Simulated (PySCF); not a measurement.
How methods differ on the ionisation energy of Ar

Ar [Ar] (1S) → Ar⁺ [Ne] 3s2 3p5 (2P), as a difference of total energies. All numbers are calculated (PySCF 2.14, the non-relativistic Hamiltonian (point nucleus), in aug-cc-pwCVDZ (6s5p3d, 36 functions)). Correlated levels: valence: [Ne] frozen. The calculations carry no spin-orbit coupling.

Order these methods by the ionisation energy they give, lowest first.
A. UHF
B. CCSD(T) (valence)
C. SCS-MP2 (valence)
D. CCSD (valence)

A (14.669 eV), D (15.491 eV), B (15.517 eV), C (15.566 eV).

Errors of the correlated levels include the incompleteness of this basis and the frozen core.

For comparison: 15.819 eV (measured; NIST levels, between the centres of gravity of the two terms).
